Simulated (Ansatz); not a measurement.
# C2H4OS: up Jacob's ladder to CCSD(T)

One table from this session's results is given with a row withheld; the runs are named, their logs left out.

Method: functionals in def2-TZVPP, the program's frozen cores in correlated methods; program: Ansatz 0.2.0, Gaussian basis.

Plan: LDA (SPW92), PBE-D4, revPBE-D4, BLYP-D4, r2SCAN-D4, B97M-V, PBE0-D4, B3LYP-D4, r2SCANh-D4, r2SCAN0-D4, HSE06-D4, BHLYP-D4, CAM-B3LYP-D4, LC-ωPBE, ωB97X-V, ωB97M-V, B2PLYP, PBE-QIDH; CCSD(T)/def2-SVP; CCSD(T)/def2-TZVPP; MP2/def2-QZVPP; extrapolation to the limit; RPA on PBE.

**The relaxed structure**

All runs share one geometry, relaxed beforehand with PBE0-D4 in a triple-zeta def2 set.

SMILES `CC(=O)S`, 8 atoms, charge 0, spin multiplicity 1.

Atoms are counted from 1 here; the program's logs count them from 0.

Bond lengths: C1–C2 1.502 Å, C1–H5 1.088 Å, C1–H6 1.092 Å, C1–H7 1.093 Å, C2–O3 1.197 Å, C2–S4 1.792 Å, S4–H8 1.342 Å. Angles: C2–C1–H5 109.2°, C2–C1–H6 110.4°, C2–C1–H7 109.7°, H5–C1–H6 110.1°, H5–C1–H7 109.8°, H6–C1–H7 107.6°, C1–C2–O3 124.6°, C1–C2–S4 112.7°, O3–C2–S4 122.7°, C2–S4–H8 94.0°.

The first run:

Contents of in.yaml:

```yaml
crystal:
  periodic: [false, false, false]
  atoms:
    - {symbol: C, position_ang: [0.020866, 1.049381, -0.021075]}
    - {symbol: C, position_ang: [0.312859, -0.417741, -0.151988]}
    - {symbol: O, position_ang: [1.296277, -0.872869, -0.659659]}
    - {symbol: S, position_ang: [-0.985814, -1.444833, 0.533995]}
    - {symbol: H, position_ang: [0.870824, 1.618211, -0.393352]}
    - {symbol: H, position_ang: [-0.175497, 1.306260, 1.021995]}
    - {symbol: H, position_ang: [-0.873063, 1.299901, -0.597251]}
    - {symbol: H, position_ang: [-0.374154, -2.595509, 0.211636]}
basis:
  gaussian: {orbitals: def2-TZVPP}
hamiltonian: {xc: lda}
output: {orbitals: {seedname: orbitals}}
```

Command:

```
ansatz run in.yaml --threads 4 --pin off --events-out ev --progress --plain --max-ram 10444MiB
```

Steps of the session up to this table: LDA; PBE-D4 (GGA); revPBE-D4 (GGA); BLYP-D4 (GGA); r2SCAN-D4 (meta-GGA); B97M-V (meta-GGA); PBE0-D4 (hybrid); B3LYP-D4 (hybrid); r2SCANh-D4 (hybrid); r2SCAN0-D4 (hybrid); HSE06-D4 (hybrid); BHLYP-D4 (hybrid); CAM-B3LYP-D4 (range-separated); LC-ωPBE (range-separated); ωB97X-V (range-separated); ωB97M-V (range-separated); B2PLYP (double hybrid); PBE-QIDH (double hybrid).

One table of the session follows, with a row left open; its other results are not shown here.

It belongs to the step «Orbital energies across the functionals». 

```
  functional  HOMO (eV)  gap (eV)
 LDA (SPW92)      -6.37      4.41
      PBE-D4      -6.20      4.47
   revPBE-D4      -6.14      4.49
     BLYP-D4          ?         ?
   r2SCAN-D4      -6.50      5.00
      B97M-V      -6.63      5.26
     PBE0-D4      -7.70      7.06
    B3LYP-D4      -7.45      6.56
  r2SCANh-D4      -7.07      5.96
  r2SCAN0-D4      -7.91      7.40
    HSE06-D4      -7.30      6.27
    BHLYP-D4      -8.96      9.57
CAM-B3LYP-D4      -9.09      9.67
     LC-ωPBE     -10.39     12.16
     ωB97X-V     -10.07     11.79
     ωB97M-V      -9.98     11.63
```

**Question.** Estimate the row for BLYP-D4.

Worked estimate for «HOMO (eV)». Against the share of exact exchange, B3LYP-D4 (0.2, -7.45), BHLYP-D4 (0.5, -8.96) give a slope of -5.03 per unit share; at 0 the line stands at -6.44.

**Answer.** HOMO (eV): -6.09; gap (eV): 4.50. In «HOMO (eV)» the line misses by -0.35.
